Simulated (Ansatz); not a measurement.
C3H3Cl (`C#CCCl`), relaxed with RKS PBE0-D4/def2-TZVP in Ansatz from a PBE-D4/def2-SVP geometry. The force threshold is 0.005 eV/Å; the program also tests the step.

Charge 0, multiplicity 1.

Start:

```xyz
7

C     1.467    0.948    0.254
C     0.470    0.254    0.116
C    -0.706   -0.580   -0.037
Cl   -1.897    0.095   -1.234
H     2.347    1.564    0.374
H    -0.434   -1.593   -0.396
H    -1.248   -0.688    0.924
```

(1) By how much does the energy fall, and how many steps does the optimiser take? (Estimate.)

(2) Which bonds change most? (Best estimate.)

(3) Give the relaxed structure. (Best estimate.)

Answers

(1) Computed: 1.27 kcal/mol, in 5 steps.

(2) Computed: C3–Cl4 from 1.818 to 1.790 Å; C1–C2 from 1.222 to 1.199 Å; C3–H7 from 1.109 to 1.090 Å; C3–H6 from 1.109 to 1.090 Å.

(3) The calculation gave: 
```xyz
7

C     1.446    0.935    0.250
C     0.469    0.254    0.115
C    -0.700   -0.578   -0.035
Cl   -1.865    0.096   -1.215
H     2.312    1.543    0.367
H    -0.429   -1.572   -0.393
H    -1.233   -0.678    0.911
```
